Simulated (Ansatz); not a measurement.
We consider Pb₃O₄ (P4₂/mbc, No. 135), described by r²SCAN+rVV10 (Ansatz, an electronic-structure program, PAW).

Numerical settings: plane-wave cutoff 560 eV, 4×4×6 k mesh (along the axes of the cell as run), Fermi–Dirac smearing 0.01 eV, scalar-relativistic PAW data made under PBE.

Computed at the level's own relaxed cell.

Problem. Estimate the band gap, equilibrium lattice constant a and c axis length that the calculation returns.

Solution. 
- band gap = 1.51 eV (on the SCF k mesh)
- equilibrium lattice constant a = 8.816 Å
- c axis length = 6.595 Å

Note: the relaxation could not lower the start's symmetry, so the cell can be a saddle point above a distorted one.

Spin–orbit coupling is not included; with these elements it can move the gap by several tenths of an eV or more.

The computed numbers hold no vibrational or temperature effects.

Computing time: very roughly 19 core-minutes.
